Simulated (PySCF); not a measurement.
A made-up structure of NaAlHCl, closed shell:

| atom | x (Å) | y (Å) | z (Å) |
| --- | --- | --- | --- |
| Na1 | -3.0029 | -0.3959 | -0.0484 |
| Al2 | 0.1666 | 0.2218 | -0.1643 |
| Cl3 | 1.5605 | -1.2092 | 1.2076 |
| H4 | 1.2758 | 1.3833 | -0.9949 |

It is relaxed with PBE-D4/def2-SVP and then PBE0-D4/def2-TZVP (PySCF 2.14 with density fitting (its default auxiliary sets; JK sets also for MP2 and CCSD(T))). Atoms count as bonded within 1.22 times the sum of their covalent radii (H–H: 0.88 Å). The end point is not checked to be a true minimum.

Task: Does its bonding change? (Judge from chemistry; the calculation decides.)

Result: Computed: No: no bond forms or breaks.

Where it ends: The first stage lowers the energy by 0.48 eV in 7 steps. It ends as NaAlHCl ([Na][AlH][Cl]):
```csv
atom,x (Å),y (Å),z (Å)
Na1,-2.6841,-0.3181,-0.0733
Al2,0.1542,0.1963,-0.1467
Cl3,1.3620,-1.1060,1.0893
H4,1.1699,1.2204,-0.8725
```

Labels in which every atom is bracketed show which atoms are joined, not bond orders.

For scale, one of the runs: PBE0-D4/def2-TZVP relaxation, 112 basis functions, launched by `OMP_NUM_THREADS=2 python run.py`. Time: 17 s of wall clock on 2 CPU threads of an Arm Neoverse V1; the host was shared. Peak host memory: 1.1 GiB.
